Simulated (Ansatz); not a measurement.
Working through a nudged elastic band for an internal rotation of H4SSi, SMILES [SiH3]S

With the Python package of Ansatz (0.2.0).

Input file `h4ssi.xyz`:
```text
6

Si   -0.13300   -0.33500   -0.42670
S     0.88420    0.00640    1.39040
H    -1.65610   -0.04690   -0.20060
H     0.10890   -1.66700   -0.91980
H     0.31770    0.67790   -1.45760
H     0.52050    1.30060    1.56820
```

Notebook, run cell by cell (the value of a cell's last expression is shown):

**Cell 1**
```python
from dataclasses import dataclass

import ansatz as az
import numpy as np
```

**Cell 2**
```python
@dataclass
class Options:
    basis_set: str = '6-31G*'
    xc: str = 'hf'


cfg = Options()
```

**Cell 3**
```python
system = az.Crystal.molecule_from_extxyz('h4ssi.xyz')
```

**Cell 4**
```python
calculation = (
    system.calculation()
    .basis(gaussian=cfg.basis_set)
    .functional(cfg.xc)
)
symbols = [site.symbol for site in system.cartesian_sites]
start = np.array([site.position_ang for site in system.cartesian_sites], dtype=float)
r = calculation.relax(force_tolerance=0.005, max_steps=100).run().report
end = np.array(r['positions_ang'])
```

**Cell 5**
```python
# a third of a turn moves each of the three like atoms to the place of the next
first, second, third = [2, 3, 4]
turned = end.copy()
turned[[first, second, third]] = end[[second, third, first]]
listed = lambda xyz: [{'symbol': s, 'position_ang': p.tolist()} for s, p in zip(symbols, xyz)]
deck = calculation.input().to_dict()
deck['crystal']['atoms'] = listed(end)
deck['neb'] = {'final_atoms': listed(turned), 'images': 3, 'initial_path': 'idpp', 'f_tol': 0.03, 'max_iterations': 40}
rounds = []
band = az.Session.from_dict(deck).plan().execute(on_event=lambda e: rounds.append(e['data']) if e['event'] == 'neb_iteration' else None)
for each in rounds:
    print(f'round {each["iteration"]:2d}  largest band force {each["band_force_max_ev_ang"]:.4f} eV/A')
images = rounds[-1]['images']
for image in images:
    print(f's = {image["path_coordinate_ang"]:6.3f} A   {96.485332 * (image["lagrangian_ev"] - images[0]["lagrangian_ev"]):8.3f} kJ/mol')
```
Output:
```text
round  1  largest band force 1.3026 eV/A
round  2  largest band force 0.3113 eV/A
round  3  largest band force 0.1154 eV/A
round  4  largest band force 0.0634 eV/A
round  5  largest band force 0.0193 eV/A
s =  0.000 A      0.000 kJ/mol
s =  0.469 A      2.053 kJ/mol
s =  0.939 A      4.352 kJ/mol
s =  1.409 A      2.047 kJ/mol
s =  1.880 A      0.000 kJ/mol
```

The energies are electronic: no zero-point or thermal terms, and the basis set is short of its limit. Hardware and time: 21 s on 1 thread of Arm Neoverse V1, with other jobs on the host, peak memory 0.17 GiB.
